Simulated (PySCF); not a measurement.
Rows and methods have been separated. Pair them.

Compound: ethyl propyl ether, C5H12O.
SMILES: `CCCOCC`

The closed-shell ground state was solved 3 times with PySCF (density fitting, gas phase), always in the pcSseg-2 basis (384 functions), with these functionals: KT3, PBE0 and wB97X-D. Geometry: PBE0-D3(BJ)/def2-TZVP, one conformer, isolated molecule.

```
row  total energy (Eh)  HOMO (eV)  LUMO (eV)  dipole (D)
  P          -277.2848      -5.96      -0.18        0.87
  Q          -272.7509      -7.33       0.68        0.98
  R          -272.9932      -9.24       2.38        1.02
```

Question: Which functional belongs to which row?

Answer: P = KT3, Q = PBE0, R = wB97X-D. By rising HOMO–LUMO gap: KT3 (GGA) 5.78 eV; PBE0 (global hybrid, 25 % exact exchange) 8.01 eV; wB97X-D (range-separated hybrid) 11.62 eV. Total energies of different functionals aren't bounds to one another; each is stationary for its own functional.

Conformer computed: `[CH3:1][CH2:2][CH2:3][O:4][CH2:5][CH3:6]`: C1–C2–C3–O4 180°, C2–C3–O4–C5 179°, C3–O4–C5–C6 180°.

Note: wB97X-D ran without an empirical dispersion term, which enters the total energy and its gradient alone.
